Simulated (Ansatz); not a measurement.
**HP (charge +1): ladder of basis sets from a Python script**

Wanted for HP (charge +1): a ladder of basis sets.

Computed with the Python package of Ansatz 0.2.0. The levels of theory stand in the script.

## Step 1: The structure

Bond lengths: P1–H2 1.485 Å.

The script holds or builds the structure itself.

## Step 2: Script

hp_basis.py

```python
import logging
import sys

import ansatz as az
from ase import Atoms

logging.basicConfig(stream=sys.stdout, format="[%(levelname)s] %(message)s")
log = logging.getLogger("calc")
log.setLevel(logging.INFO)

config = {
    "method": "ccsd_t",
    "charge": 1,
}

atoms = Atoms(["P", "H"], positions=[
    [0.0, 0.0, 0.0],
    [0.0, 0.0, 1.485],
])
hp = az.Crystal.molecule_from_ase(atoms)

base = hp.calculation().correlation(config["method"]).charge(config["charge"]).spin("collinear", total=1)

energies = {}
for basis in ["aug-cc-pVDZ", "aug-cc-pVTZ"]:
    data = base.basis(gaussian=basis).run().report
    size = data["n_frozen"] + data["n_occupied"][0] + data["n_virtual"][0]
    energies[basis] = (data["reference_energy_ev"] / 27.211386246, data["free_energy_ev"] / 27.211386246)
    log.info(f"{basis:14s} {size:4d} orbitals  reference {energies[basis][0]:14.6f} Ha  total {energies[basis][1]:14.6f} Ha")

small, large = (energies[b][1] - energies[b][0] for b in ("aug-cc-pVDZ", "aug-cc-pVTZ"))
limit = (3 ** 3 * large - 2 ** 3 * small) / (3 ** 3 - 2 ** 3)
log.info(f"correlation energy: {small:.6f} and {large:.6f} Ha, extrapolated {limit:.6f} Ha")
log.info(f"share caught by the larger set: {100 * large / limit:.1f} %")
```

## Step 3: Launch

Started as:

```
> python hp_basis.py
```

The program printed:

```text
[INFO] aug-cc-pVDZ      36 orbitals  reference    -340.930863 Ha  total    -341.032326 Ha
[INFO] aug-cc-pVTZ      73 orbitals  reference    -340.941327 Ha  total    -341.061454 Ha
[INFO] correlation energy: -0.101463 and -0.120127 Ha, extrapolated -0.127986 Ha
[INFO] share caught by the larger set: 93.9 %
```

Run time: 5.6 s. Hardware: 1 thread of Arm Neoverse V2, shared host; peak memory 0.31 GiB.

## Step 4: Run by run

One row for each of the 2 runs:

```csv
run,basis,energy (eV),<S²>,iterations in all,CPU time (s)
1,aug-cc-pVDZ,-9279.9623,0.76,137,0.66
2,aug-cc-pVTZ,-9280.7550,0.77,236,4.5
```

Correlation energies (total less mean field):

| basis | correlation (eV) | share of the last | miss against the last (eV) | CPU time (s) |
| --- | --- | --- | --- | --- |
| aug-cc-pVDZ | -2.761 | 84.5 % | +0.508 | 0.66 |
| aug-cc-pVTZ | -3.269 | 100.0 % | +0.000 | 4.5 |

## Step 5: Outcome

| quantity | value |
| --- | --- |
| extrapolated correlation energy | -0.127986 Ha |
| runs compared | 2 |
| correlation energy, last run | -3.269 eV |

Against aug-cc-pVDZ: aug-cc-pVTZ -29.1 mHa. The last step alone is -29.13 mHa. From the first set to the last the time grows from 0.7 to 4.5 s. Caveats:
- The drop along the ladder measures the basis error, and is no property of the molecule.
- The geometry is a force-field or estimated start, not a minimum of this method, and the last set is no limit. Much of the fall in a total is atomic energy, which cancels in bond and reaction energies.
- The run takes the species as open-shell (spin multiplicity 2), which needn't be its ground state.
- Inner cores stay frozen, so this is valence correlation.
- For Al to Cl the sets with a tight d function, cc-pV(X+d)Z, are usual.
- An extrapolation from small basis sets is rough.
